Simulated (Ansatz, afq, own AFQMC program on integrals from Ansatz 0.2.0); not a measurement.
**CH₄, singlet in 6-31G along one coordinate**

```xyz
5

C     0.0000    0.0000    0.0000
H     0.6280    0.6300    0.6292
H    -0.6316   -0.6267    0.6289
H    -0.6266    0.6282   -0.6325
H     0.6301   -0.6314   -0.6257
```

The C1–H3 distance is changed with both sides rigid. Energies in kcal/mol count from this geometry (1.090 Å) at the same level; the start stands on RHF, each point on the determinant named.

Basis 6-31G. Only valence electrons are correlated. AFQMC by an in-house program on the Cholesky factors that Ansatz 0.2.0 writes for its CCSD(T) run. The CISD trial takes its coefficients from CCSD amplitudes. Released means that phaseless walkers are propagated on without the constraint, phases kept. ± is one standard error of the sampling.

Cautions, each for one point or more: (T) is large; cluster runs in doubt by the program's own checks; higher spins were not checked; restricted determinant unstable towards unrestricted; strong correlation; the next higher spin lies close; the ph-AFQMC/CISD walk drifts between its halves.

| r(C1–H3) / Å | det. | T1 | weight | MP2 | r2SCAN | CCSD(T) |
| --- | --- | --- | --- | --- | --- | --- |
| 0.853 | RHF | 0.004 | 0.95 | 38.9 | 37.7 | 39.6 |
| 1.349 | RHF | 0.006 | 0.94 | 16.3 | 16.4 | 14.7 |
| 1.767 | RHF | 0.014 | 0.90 | 62.6 | 62.4 | 55.6 |
| 2.376 | RHF | 0.034 | 0.78 | 114.7 | 103.8§ | 92.6 |
| 3.667 | RHF | 0.072 | 0.53 | 144.2 | 116.5§ | 99.0 |

Estimate the curve of full CI, counted from the same start.


| r(C1–H3) / Å | det. | T1 | weight | FCI | ph-AFQMC/CISD | released AFQMC | CCSDT(Q) |
| --- | --- | --- | --- | --- | --- | --- | --- |
| 0.853 | RHF | 0.004 | 0.95 | 39.6 | 39.6 ± 0.05 | 39.6 ± 0.03 | 39.6 |
| 1.349 | RHF | 0.006 | 0.94 | 14.7 | 14.6 ± 0.06 | 14.7 ± 0.03 | 14.7 |
| 1.767 | RHF | 0.014 | 0.90 | 55.5 | 55.6 ± 0.08 | 55.5 ± 0.05 | 55.5 |
| 2.376 | RHF | 0.034 | 0.78 | 93.1 | 93.7 ± 0.1 | 93.4 ± 0.1 | 93.1 |
| 3.667 | RHF | 0.072 | 0.53 | 107.4 | 107.7 ± 0.2 | 107.9 ± 0.2 | 107.5 |

Weight is that of the determinant in the CISD state; at the start T1 is 0.004 and the weight 0.95. Symmetry can't show for every point that it stays on the start's state. § marks a functional whose ⟨S²⟩ is too high by over 0.1. Largest departures from full CI: CCSD(T) -8.4 kcal/mol at 3.667 (on RHF), ph-AFQMC/CISD 0.6 kcal/mol at 2.376 (on RHF), released AFQMC 0.4 kcal/mol at 3.667 (on RHF), CCSDT(Q) 0.1 kcal/mol at 3.667 (on RHF), MP2 36.7 kcal/mol at 3.667 (on RHF). The functionals aren't scored here. In this small basis the wave-function levels are far from their limit, so their gap to the functionals isn't the functionals' error.

CCSDT and higher add their correlation energy to the determinant of the CCSD(T) run, since their own runs factorise the integrals more tightly (a shift of under 2 meV). A walk keeps the symmetry of its determinant, which the program's search chose and which needn't be the lowest solution, so a lower state of the same spin and another symmetry isn't excluded. Released energies are given only where the last usable release times agree within the noise; a slower fall can still hide under it.
